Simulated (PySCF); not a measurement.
**Working out the electron affinity of Cl**

Cl- [Ar] (1S) → Cl [Ne] 3s2 3p5 (2P). Computed with PySCF 2.14 in dyall-acv3z (19s12p6d4f, 113 functions), with the non-relativistic Hamiltonian (point nucleus). Frozen: [Ne]; the 31 highest virtual orbitals dropped. Energies in hartree (1 hartree = 27.21139 eV):

```
            part  Cl- (lower)   Cl (upper)
             UHF  -459.576532  -459.489437
CCSD correlation    -0.227289    -0.189229
             (T)    -0.010200    -0.006751
```

Question: What does Hartree-Fock give?

Answer: (-459.489437) − (-459.576532) = 0.087095 hartree = 2.370 eV.

Question: What do CCSD and CCSD(T) give?

Answer: The CCSD correlation energies differ by 0.038060 hartree = 1.036 eV and the triples by 0.003449 hartree = 0.094 eV, so CCSD gives 3.406 eV and CCSD(T) 3.500 eV.

A first-order spin-orbit estimate adds -0.034 eV to CCSD(T) (valence), giving 3.466 eV against 3.613 eV (measured; photodetachment measurements, as compiled on the Wikipedia data page of electron affinities).

What remains against the reference includes basis incompleteness, the frozen core and higher excitations.
